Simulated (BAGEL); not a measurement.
# doublet BSiNH7: levels of theory compared

Wanted: a comparison of 5 runs (UHF/STO-3G, UHF/3-21G, ROHF/6-31G*, ROHF/def2-SVPD, UHF/def2-SVPD) of doublet BSiNH7. 

The calculation is run with BAGEL 1.2.2.

## 1. The molecule

BSiNH7: 10 atoms, total charge 0, spin state doublet. As SMILES of the parent species, `[BH3-]N[SiH3]`. Geometry: relaxed at GFN2-xTB. That shape belongs to the parent species and isn't relaxed for this state.

Bond lengths: B1–N2 1.566 Å, N2–Si3 1.674 Å, B1–H4 1.223 Å, B1–H5 1.215 Å, B1–H6 1.229 Å, N2–H7 1.009 Å, Si3–H8 1.494 Å, Si3–H9 1.478 Å, Si3–H10 1.497 Å. Some angles: B1–N2–Si3 126.7°, B1–N2–H7 110.3°, Si3–N2–H7 116.5°, N2–B1–H4 108.3°, N2–B1–H5 109.0°, N2–B1–H6 109.7°, N2–Si3–H8 108.1°, N2–Si3–H9 111.9°, N2–Si3–H10 121.6°, H4–B1–H5 110.6°.

## 2. The energy at UHF/STO-3G (density fitting with qzvpp-jkfit) (run 1)

Input file job.json:

```json
{ "bagel" : [

{
  "title" : "molecule",
  "basis" : "sto-3g",
  "df_basis" : "qzvpp-jkfit",
  "angstrom" : true,
  "geometry" : [
    { "atom" : "B", "xyz" : [   -0.793150,    0.869830,   -0.924190 ] },
    { "atom" : "N", "xyz" : [    0.010570,   -0.395850,   -0.473620 ] },
    { "atom" : "Si", "xyz" : [    0.646720,   -0.688680,    1.046850 ] },
    { "atom" : "H", "xyz" : [   -1.530790,    0.547840,   -1.845470 ] },
    { "atom" : "H", "xyz" : [   -1.439730,    1.284740,    0.017350 ] },
    { "atom" : "H", "xyz" : [   -0.014500,    1.739080,   -1.310270 ] },
    { "atom" : "H", "xyz" : [    0.515080,   -0.786550,   -1.255720 ] },
    { "atom" : "H", "xyz" : [    1.373650,   -1.992680,    1.003330 ] },
    { "atom" : "H", "xyz" : [   -0.411740,   -0.814970,    2.071310 ] },
    { "atom" : "H", "xyz" : [    1.643890,    0.237240,    1.670420 ] }
  ]
},
{
  "title" : "uhf",
  "nopen" : 1
},
{
  "title" : "print",
  "file" : "orbitals.molden",
  "orbitals" : true
}

]}
```

The run is started by

```
$ BAGEL_NUM_THREADS=1 BAGEL job.json > job.out
```

Log:

```text
* using 1 threads per process

  ===============================================================
  ===============================================================

  *** Geometry ***

  { "atom" : "B", "xyz" : [     -1.498836,      1.643740,     -1.746466 ] },
  { "atom" : "N", "xyz" : [      0.019974,     -0.748048,     -0.895012 ] },
  { "atom" : "Si", "xyz" : [      1.222124,     -1.301417,      1.978260 ] },
  { "atom" : "H", "xyz" : [     -2.892774,      1.035268,     -3.487433 ] },
  { "atom" : "H", "xyz" : [     -2.720695,      2.427807,      0.032787 ] },
  { "atom" : "H", "xyz" : [     -0.027401,      3.286385,     -2.476051 ] },
  { "atom" : "H", "xyz" : [      0.973360,     -1.486364,     -2.372967 ] },
  { "atom" : "H", "xyz" : [      2.595822,     -3.765619,      1.896019 ] },
  { "atom" : "H", "xyz" : [     -0.778076,     -1.540070,      3.914209 ] },
  { "atom" : "H", "xyz" : [      3.106502,      0.448319,      3.156636 ] },

  Number of auxiliary basis functions:      406

  Since a DF basis is specified, we compute 2- and 3-index integrals:
    o Being stored without compression. Storage requirement is 0.002 GB

  Number of basis functions:       26
  Number of electrons      :       33

    * METHOD: MOLECULE                             0.11

  *** Open-shell HF ***

  === Nuclear Repulsion ===
   106.5880879341

      * DIIS with orbital gradients will be used.

  === UHF iteration (sto-3g) ===
      0       -367.68540980          0.02247746           0.02
      1       -367.73627797          0.00707398           0.02
      2       -367.74357191          0.00355171           0.02
      3       -367.74602896          0.00150358           0.02
      4       -367.74660535          0.00057335           0.02
      5       -367.74672058          0.00008378           0.02
      6       -367.74672933          0.00002643           0.02
      7       -367.74673167          0.00001347           0.02
      8       -367.74673220          0.00000781           0.02
      9       -367.74673228          0.00000282           0.02
     10       -367.74673229          0.00000160           0.02
     11       -367.74673230          0.00000066           0.02
     12       -367.74673230          0.00000016           0.02
     13       -367.74673230          0.00000006           0.02
     14       -367.74673230          0.00000004           0.02
     15       -367.74673230          0.00000003           0.02
     16       -367.74673230          0.00000002           0.02
     17       -367.74673230          0.00000001           0.02
    * SCF iteration converged.

    * S^2 (UHF) is 0.7632

    * Permanent dipole moment:
           (   -1.384717,     1.491416,    -0.647569) a.u.

    * METHOD: UHF                                  0.36

    * METHOD: PRINT                                0.00

  ===============================================================
```

Run time: 0.62 s. Hardware: 1 thread of Intel Xeon at 2.60GHz (Ice Lake), shared host; peak memory 0.083 GiB.

## 3. The energy at UHF/3-21G (density fitting with qzvpp-jkfit) (run 2)

Input file hf.json:

```json
{ "bagel" : [

{
  "title" : "molecule",
  "basis" : "3-21g",
  "df_basis" : "qzvpp-jkfit",
  "angstrom" : true,
  "geometry" : [
    { "atom" : "B", "xyz" : [      -0.793150,       0.869830,      -0.924190 ] },
    { "atom" : "N", "xyz" : [       0.010570,      -0.395850,      -0.473620 ] },
    { "atom" : "Si", "xyz" : [       0.646720,      -0.688680,       1.046850 ] },
    { "atom" : "H", "xyz" : [      -1.530790,       0.547840,      -1.845470 ] },
    { "atom" : "H", "xyz" : [      -1.439730,       1.284740,       0.017350 ] },
    { "atom" : "H", "xyz" : [      -0.014500,       1.739080,      -1.310270 ] },
    { "atom" : "H", "xyz" : [       0.515080,      -0.786550,      -1.255720 ] },
    { "atom" : "H", "xyz" : [       1.373650,      -1.992680,       1.003330 ] },
    { "atom" : "H", "xyz" : [      -0.411740,      -0.814970,       2.071310 ] },
    { "atom" : "H", "xyz" : [       1.643890,       0.237240,       1.670420 ] }
  ]
},

{ "title" : "uhf", "nopen" : 1 },

{ "title" : "print", "file" : "orbitals.molden", "orbitals" : true }

]}
```

The run is started by

```
$ BAGEL_NUM_THREADS=1 BAGEL hf.json > hf.out
```

Log:

```text
* using 1 threads per process

  ===============================================================
  ===============================================================

  *** Geometry ***

  { "atom" : "B", "xyz" : [     -1.498836,      1.643740,     -1.746466 ] },
  { "atom" : "N", "xyz" : [      0.019974,     -0.748048,     -0.895012 ] },
  { "atom" : "Si", "xyz" : [      1.222124,     -1.301417,      1.978260 ] },
  { "atom" : "H", "xyz" : [     -2.892774,      1.035268,     -3.487433 ] },
  { "atom" : "H", "xyz" : [     -2.720695,      2.427807,      0.032787 ] },
  { "atom" : "H", "xyz" : [     -0.027401,      3.286385,     -2.476051 ] },
  { "atom" : "H", "xyz" : [      0.973360,     -1.486364,     -2.372967 ] },
  { "atom" : "H", "xyz" : [      2.595822,     -3.765619,      1.896019 ] },
  { "atom" : "H", "xyz" : [     -0.778076,     -1.540070,      3.914209 ] },
  { "atom" : "H", "xyz" : [      3.106502,      0.448319,      3.156636 ] },

  Number of auxiliary basis functions:      406

  Since a DF basis is specified, we compute 2- and 3-index integrals:
    o Being stored without compression. Storage requirement is 0.007 GB

  Number of basis functions:       45
  Number of electrons      :       33

    * METHOD: MOLECULE                             0.12

  *** Open-shell HF ***

  === Nuclear Repulsion ===
   106.5880879341

      * DIIS with orbital gradients will be used.

  === UHF iteration (3-21g) ===
      0       -369.96829282          0.03958983           0.04
      1       -370.04487782          0.02169823           0.03
      2       -370.06303087          0.01294161           0.03
      3       -370.07107963          0.00330461           0.03
      4       -370.07459891          0.00190789           0.03
      5       -370.07634396          0.00090044           0.03
      6       -370.07685221          0.00020882           0.04
      7       -370.07690446          0.00010315           0.03
      8       -370.07692360          0.00004697           0.03
      9       -370.07692818          0.00001952           0.03
     10       -370.07692993          0.00000889           0.03
     11       -370.07693052          0.00000420           0.03
     12       -370.07693056          0.00000235           0.03
     13       -370.07693056          0.00000107           0.04
     14       -370.07693056          0.00000048           0.03
     15       -370.07693056          0.00000023           0.04
     16       -370.07693056          0.00000013           0.03
     17       -370.07693056          0.00000008           0.04
     18       -370.07693056          0.00000003           0.03
     19       -370.07693056          0.00000001           0.03
     20       -370.07693056          0.00000001           0.03
    * SCF iteration converged.

    * S^2 (UHF) is 0.7678

    * Permanent dipole moment:
           (   -1.253098,     1.266603,    -0.345441) a.u.

    * METHOD: UHF                                  0.80

    * METHOD: PRINT                                0.00

  ===============================================================
```

It took 1.1 s on 1 thread of Intel Xeon at 2.60GHz (Ice Lake), shared host; peak memory 0.083 GiB.

Run 3 isn't shown in full; the table further down has it.

## 4. A single-point energy at ROHF/def2-SVPD (density fitting with qzvpp-jkfit) (run 4)

Input file job.json:

```json
{ "bagel" : [

{
  "title" : "molecule",
  "basis" : "def2-svpd.json",
  "df_basis" : "qzvpp-jkfit",
  "angstrom" : true,
  "geometry" : [
    { "atom" : "B", "xyz" : [      -0.793150,       0.869830,      -0.924190 ] },
    { "atom" : "N", "xyz" : [       0.010570,      -0.395850,      -0.473620 ] },
    { "atom" : "Si", "xyz" : [       0.646720,      -0.688680,       1.046850 ] },
    { "atom" : "H", "xyz" : [      -1.530790,       0.547840,      -1.845470 ] },
    { "atom" : "H", "xyz" : [      -1.439730,       1.284740,       0.017350 ] },
    { "atom" : "H", "xyz" : [      -0.014500,       1.739080,      -1.310270 ] },
    { "atom" : "H", "xyz" : [       0.515080,      -0.786550,      -1.255720 ] },
    { "atom" : "H", "xyz" : [       1.373650,      -1.992680,       1.003330 ] },
    { "atom" : "H", "xyz" : [      -0.411740,      -0.814970,       2.071310 ] },
    { "atom" : "H", "xyz" : [       1.643890,       0.237240,       1.670420 ] }
  ]
},

{ "title" : "rohf", "nopen" : 1 },

{ "title" : "print", "file" : "orbitals.molden", "orbitals" : true }

]}
```

The basis set def2-SVPD is read from a file made from the Basis Set Exchange's data (not shown).

The run is started by

```
$ BAGEL_NUM_THREADS=1 BAGEL job.json > job.out
```

Log:

```text
* using 1 threads per process

  ===============================================================
  ===============================================================

  *** Geometry ***

  { "atom" : "B", "xyz" : [     -1.498836,      1.643740,     -1.746466 ] },
  { "atom" : "N", "xyz" : [      0.019974,     -0.748048,     -0.895012 ] },
  { "atom" : "Si", "xyz" : [      1.222124,     -1.301417,      1.978260 ] },
  { "atom" : "H", "xyz" : [     -2.892774,      1.035268,     -3.487433 ] },
  { "atom" : "H", "xyz" : [     -2.720695,      2.427807,      0.032787 ] },
  { "atom" : "H", "xyz" : [     -0.027401,      3.286385,     -2.476051 ] },
  { "atom" : "H", "xyz" : [      0.973360,     -1.486364,     -2.372967 ] },
  { "atom" : "H", "xyz" : [      2.595822,     -3.765619,      1.896019 ] },
  { "atom" : "H", "xyz" : [     -0.778076,     -1.540070,      3.914209 ] },
  { "atom" : "H", "xyz" : [      3.106502,      0.448319,      3.156636 ] },

  Number of auxiliary basis functions:      406

  Since a DF basis is specified, we compute 2- and 3-index integrals:
    o Being stored without compression. Storage requirement is 0.047 GB

  Number of basis functions:      120
  Number of electrons      :       33

    * METHOD: MOLECULE                             0.22

  *** Open-shell HF ***

  === Nuclear Repulsion ===
   106.5880879341

      * DIIS with orbital gradients will be used.

  === ROHF iteration (def2-svpd.json) ===
      0       -371.69561429          0.03075005           0.13
      1       -371.84232575          0.02151225           0.13
      2       -371.88831060          0.01200482           0.13
      3       -371.91474059          0.00312921           0.13
      4       -371.91906046          0.00157934           0.13
      5       -371.92187675          0.00105507           0.14
      6       -371.92361671          0.00044809           0.14
      7       -371.92436373          0.00011718           0.15
      8       -371.92467665          0.00005197           0.13
      9       -371.92464494          0.00003319           0.17
     10       -371.92467970          0.00001069           0.13
     11       -371.92467674          0.00000429           0.13
     12       -371.92467640          0.00000233           0.13
     13       -371.92467631          0.00000092           0.13
     14       -371.92467654          0.00000041           0.13
     15       -371.92467654          0.00000022           0.13
     16       -371.92467651          0.00000013           0.13
     17       -371.92467651          0.00000006           0.13
     18       -371.92467650          0.00000002           0.13
     19       -371.92467650          0.00000001           0.13
    * SCF iteration converged.

    * S^2 (ROHF) is 0.7500

    * Permanent dipole moment:
           (   -1.091211,     1.218193,    -0.308943) a.u.

    * METHOD: ROHF                                 2.82

    * METHOD: PRINT                                0.03

  ===============================================================
```

Run time: 3.3 s. Hardware: 1 thread of Intel Xeon at 2.60GHz (Ice Lake), shared host; peak memory 0.13 GiB.

## 5. A single-point energy at UHF/def2-SVPD (density fitting with qzvpp-jkfit) (run 5)

Input file input.json:

```json
{ "bagel": [

{
  "title": "molecule",
  "basis": "def2-svpd.json",
  "df_basis": "qzvpp-jkfit",
  "angstrom": true,
  "geometry": [
    { "atom": "B", "xyz": [      -0.793150,       0.869830,      -0.924190 ] },
    { "atom": "N", "xyz": [       0.010570,      -0.395850,      -0.473620 ] },
    { "atom": "Si", "xyz": [       0.646720,      -0.688680,       1.046850 ] },
    { "atom": "H", "xyz": [      -1.530790,       0.547840,      -1.845470 ] },
    { "atom": "H", "xyz": [      -1.439730,       1.284740,       0.017350 ] },
    { "atom": "H", "xyz": [      -0.014500,       1.739080,      -1.310270 ] },
    { "atom": "H", "xyz": [       0.515080,      -0.786550,      -1.255720 ] },
    { "atom": "H", "xyz": [       1.373650,      -1.992680,       1.003330 ] },
    { "atom": "H", "xyz": [      -0.411740,      -0.814970,       2.071310 ] },
    { "atom": "H", "xyz": [       1.643890,       0.237240,       1.670420 ] }
  ]
},

{ "title": "uhf", "nopen": 1 },

{ "title": "print", "file": "orbitals.molden", "orbitals": true }

]}
```

The basis set def2-SVPD is read from a file made from the Basis Set Exchange's data (not shown).

The run is started by

```
$ BAGEL_NUM_THREADS=1 BAGEL input.json > input.out
```

Log:

```text
* using 1 threads per process

  ===============================================================
  ===============================================================

  *** Geometry ***

  { "atom" : "B", "xyz" : [     -1.498836,      1.643740,     -1.746466 ] },
  { "atom" : "N", "xyz" : [      0.019974,     -0.748048,     -0.895012 ] },
  { "atom" : "Si", "xyz" : [      1.222124,     -1.301417,      1.978260 ] },
  { "atom" : "H", "xyz" : [     -2.892774,      1.035268,     -3.487433 ] },
  { "atom" : "H", "xyz" : [     -2.720695,      2.427807,      0.032787 ] },
  { "atom" : "H", "xyz" : [     -0.027401,      3.286385,     -2.476051 ] },
  { "atom" : "H", "xyz" : [      0.973360,     -1.486364,     -2.372967 ] },
  { "atom" : "H", "xyz" : [      2.595822,     -3.765619,      1.896019 ] },
  { "atom" : "H", "xyz" : [     -0.778076,     -1.540070,      3.914209 ] },
  { "atom" : "H", "xyz" : [      3.106502,      0.448319,      3.156636 ] },

  Number of auxiliary basis functions:      406

  Since a DF basis is specified, we compute 2- and 3-index integrals:
    o Being stored without compression. Storage requirement is 0.047 GB

  Number of basis functions:      120
  Number of electrons      :       33

    * METHOD: MOLECULE                             0.22

  *** Open-shell HF ***

  === Nuclear Repulsion ===
   106.5880879341

      * DIIS with orbital gradients will be used.

  === UHF iteration (def2-svpd.json) ===
      0       -371.69561429          0.03075005           0.12
      1       -371.85282709          0.02080221           0.12
      2       -371.90056407          0.01095377           0.12
      3       -371.92302028          0.00278101           0.12
      4       -371.92717575          0.00132460           0.12
      5       -371.92939998          0.00077282           0.14
      6       -371.93046342          0.00035137           0.12
      7       -371.93072121          0.00012526           0.12
      8       -371.93076436          0.00004293           0.12
      9       -371.93076993          0.00001784           0.12
     10       -371.93077132          0.00000972           0.13
     11       -371.93077213          0.00000517           0.12
     12       -371.93077232          0.00000301           0.12
     13       -371.93077235          0.00000157           0.13
     14       -371.93077236          0.00000080           0.13
     15       -371.93077236          0.00000039           0.13
     16       -371.93077236          0.00000024           0.12
     17       -371.93077236          0.00000013           0.12
     18       -371.93077236          0.00000005           0.13
     19       -371.93077236          0.00000002           0.13
     20       -371.93077236          0.00000001           0.13
     21       -371.93077236          0.00000001           0.12
    * SCF iteration converged.

    * S^2 (UHF) is 0.7685

    * Permanent dipole moment:
           (   -1.070362,     1.165635,    -0.281925) a.u.

    * METHOD: UHF                                  2.93

    * METHOD: PRINT                                0.03

  ===============================================================
```

Run time: 3.6 s. Hardware: 1 thread of Intel Xeon at 2.60GHz (Ice Lake), shared host; peak memory 0.13 GiB.

## 6. All runs side by side

| run | level | energy (Eh) | dipole moment (D) | ⟨S²⟩ | wall time |
| --- | --- | --- | --- | --- | --- |
| 1 | UHF/STO-3G (density fitting with qzvpp-jkfit) | -367.746732 | 5.43 | 0.763 | 0.62 s |
| 2 | UHF/3-21G (density fitting with qzvpp-jkfit) | -370.076931 | 4.61 | 0.768 | 1.1 s |
| 3 | ROHF/6-31G* (density fitting with qzvpp-jkfit, spherical functions) | -372.046659 | 4.42 | 0.750 | 1.5 s |
| 4 | ROHF/def2-SVPD (density fitting with qzvpp-jkfit) | -371.924676 | 4.23 | 0.750 | 3.3 s |
| 5 | UHF/def2-SVPD (density fitting with qzvpp-jkfit) | -371.930772 | 4.09 | 0.768 | 3.6 s |

## 7. Summary of results

```
            quantity          value
 run 5: total energy  -371.93077 Eh
run 5: dipole moment         4.09 D
         run 5: ⟨S²⟩          0.768
```

**Reading.** The dipole moment (its size) runs from 4.09 D (UHF/def2-SVPD) to 5.43 D (UHF/STO-3G). In run 1 the basis is minimal, so the values are rough. All runs together took 10 s, the longest 3.6 s.
